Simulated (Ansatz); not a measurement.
B(NH3)H3 (BNH₆), relaxed as a singlet with RKS r2SCAN-D4/def2-TZVP in Ansatz, starting from the GFN2-xTB geometry. Force threshold 0.02 eV/Å.

Start:

Cartesian coordinates in Å:
```
B -0.1462 -0.3149 -0.7547
N 0.1456 0.3139 0.7522
H 0.0479 1.3208 0.7064
H 1.0871 0.0642 1.0298
H -0.5276 -0.0765 1.4004
H -0.0080 -1.4919 -0.6414
H 0.6638 0.1838 -1.4710
H -1.2626 0.0006 -1.0216
```

**Question.** Estimate the energy that the relaxation releases and the steps that it takes.

**Answer.** 2.9 kJ/mol, in 5 steps; 4.3 s on 4 threads of Arm Neoverse V2 on a shared host. No frequencies were taken in this run, so the end may be a saddle point.

**Question.** Does the start keep its bonding and symmetry?

**Answer.** By distances, no bond broke or formed. The bond that changes most is B1–H8, from 1.19 to 1.21 Å (atoms count from 1). Point group C3v at the start, C3v at the end, both within 0.05 Å.

**Question.** Predict the relaxed structure.

**Answer.** 
```xyz
8

B    -0.1485   -0.3200   -0.7670
N     0.1417    0.3055    0.7322
H     0.0488    1.3173    0.7297
H     1.0814    0.0799    1.0462
H    -0.5125   -0.0656    1.4154
H    -0.0090   -1.5161   -0.6405
H     0.6816    0.1900   -1.4860
H    -1.2836    0.0091   -1.0301
```
Bond lengths: 1 × B–N 1.65 Å; 3 × B–H 1.21 Å; 3 × H–N 1.02 Å.
